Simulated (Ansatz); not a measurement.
## C4H6O, SMILES CCC1=CO1: a ranking of conformers, step by step

Program: the Ansatz DFT code, driven from Python.

The cells in order, each with its output:

**Cell 1**
```python
import ansatz as az
from rdkit import Chem
from rdkit.Chem import AllChem

rd = Chem.AddHs(Chem.MolFromSmiles("CCC1=CO1"))
ids = list(AllChem.EmbedMultipleConfs(rd, numConfs=20, randomSeed=87, pruneRmsThresh=0.4))
field = [energy for _, energy in AllChem.MMFFOptimizeMoleculeConfs(rd)]
distinct = {round(e, 2): i for i, e in zip(ids, field)}
chosen = sorted(distinct.items())[:4]
found = []
for force_field, index in chosen:
    molecule = az.Crystal.molecule()
    for atom, xyz in zip(rd.GetAtoms(), rd.GetConformer(index).GetPositions()):
        molecule = molecule.atom(atom.GetSymbol(), xyz.round(5).tolist())
    setup = (
        molecule.calculation()
        .basis(gaussian="cc-pVDZ")
        .functional("pbe")
    )
    found.append(setup.run(threads=1, backend="cpu").report["free_energy_ev"])
print("conformer   MMFF (kcal/mol)   this level (kJ/mol)")
for (force_field, index), e in zip(chosen, found):
    print(f"{index:9d} {force_field - chosen[0][0]:17.2f} {96.485332 * (e - min(found)):17.3f}")
```
Output:
```text
conformer   MMFF (kcal/mol)   this level (kJ/mol)
        2              0.00             0.000
        1              1.29             0.381
```

The conformers keep their force-field geometries. Wall time of the script: 2.5 s on 1 thread of AMD EPYC 9R45 96-Core Processor (Zen 5) (shared host), peak memory 0.26 GiB.
